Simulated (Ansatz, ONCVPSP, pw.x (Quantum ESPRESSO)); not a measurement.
What a changed setting does to a pw.x run (fcc Al)

Potential: optimised norm-conserving Vanderbilt (ONCV), ONCVPSP 4.0.1.1 (patched build), PBE; core [Ne], reference 3s2; waves: 3s: rc 1.90 bohr, ncon 5, nbas 9, qcut 4.4 1/bohr, 2 projectors, debl 2.9 Ha; p scattering state at 0.29 Ha: rc 2.05 bohr, ncon 4, nbas 8, qcut 4.8 1/bohr, 2 projectors, debl 0.8 Ha; d scattering state at 0.4 Ha: rc 2.05 bohr, ncon 3, nbas 6, qcut 4.7 1/bohr, 2 projectors, debl 3.6 Ha; local part: polynomial inside 1.60 bohr (lpopt 5, dvloc0 0 Ha); core correction: polynomial model core, fcfact 0.25. In the p channel the program set the typed energies aside and used 0.050, 0.850 Ha.

The reference run (k-mesh 14³, cutoffs 50/200 Ry, Fermi–Dirac 0.01 Ry, mixing_beta 0.4, conv_thr 1e-9, no spin) gives -0.87 GPa at 16.527 Å³/atom, where all-electron LAPW gives -0.17 GPa. This run, with its own iteration cap, changes degauss to 0.005.

```
&control
  calculation='scf', prefix='x', pseudo_dir='./', outdir='./tmp', tstress=.true., disk_io='none'
/
&system
  ibrav=0, nat=1, ntyp=1, ecutwfc=50, ecutrho=200, nbnd=8,
  occupations='smearing', smearing='fd', degauss=0.005
/
&electrons
  conv_thr=1e-09, mixing_beta=0.4, electron_maxstep=60
/
ATOMIC_SPECIES
Al 1.0 Al.UPF
CELL_PARAMETERS angstrom
  0.00000000 2.02172157 2.02172157
  2.02172157 0.00000000 2.02172157
  2.02172157 2.02172157 0.00000000
ATOMIC_POSITIONS crystal
Al 0.0000 0.0000 0.0000
K_POINTS automatic
14 14 14 0 0 0
```

```bash
pw.x < Al.scf.in > Al.scf.out
```

Question: How does the run end?

Answer: It converges in 6 iterations; the free energy moves by +11.0 meV/atom and the pressure by -0.16 GPa. In a metal, with Fermi–Dirac smearing, F lies below its zero-width value by a term in the square of the width.

```
Message from routine setup:
     using ibrav=0 with symmetry is DISCOURAGED, use correct ibrav instead
     lattice parameter (alat)  =       5.4030  a.u.
     unit-cell volume          =     111.5297 (a.u.)^3
     number of electrons       =         3.00
     number of Kohn-Sham states=            8
     kinetic-energy cutoff     =      50.0000  Ry
     charge density cutoff     =     200.0000  Ry
     scf convergence threshold =      1.0E-09
     Exchange-correlation= PBE
     number of k points=   104  Fermi-Dirac smearing, width (Ry)=  0.0050
     iteration #  1     ecut=    50.00 Ry     beta= 0.40
     total energy              =      -5.36611435 Ry
     estimated scf accuracy    <       0.02926401 Ry
     iteration #  2     ecut=    50.00 Ry     beta= 0.40
     total energy              =      -5.36371266 Ry
     estimated scf accuracy    <       0.01005949 Ry
     iteration #  3     ecut=    50.00 Ry     beta= 0.40
     total energy              =      -5.36391940 Ry
     estimated scf accuracy    <       0.00001081 Ry
     iteration #  4     ecut=    50.00 Ry     beta= 0.40
     total energy              =      -5.36392807 Ry
     estimated scf accuracy    <       0.00000762 Ry
     iteration #  5     ecut=    50.00 Ry     beta= 0.40
     total energy              =      -5.36392827 Ry
     estimated scf accuracy    <          8.0E-09 Ry
     iteration #  6     ecut=    50.00 Ry     beta= 0.40
     the Fermi energy is     7.8662 ev
!    total energy              =      -5.36392829 Ry
     estimated scf accuracy    <          8.0E-10 Ry
     smearing contrib. (-TS)   =      -0.00056327 Ry
     The total energy is F=E-TS. E is the sum of the following terms:
     one-electron contribution =       2.92619433 Ry
     hartree contribution      =       0.00796687 Ry
     xc contribution           =      -2.89721757 Ry
     ewald contribution        =      -5.40030864 Ry
     convergence has been achieved in   6 iterations
          total   stress  (Ry/bohr**3)                   (kbar)     P=      -10.26
     Message from routine punch:
     Nothing written, as per user request (disk_io='none')
```

The run took about 5.5 s on one core of a shared host (Neoverse-V1, 32 threads, 247 GiB, load 10).
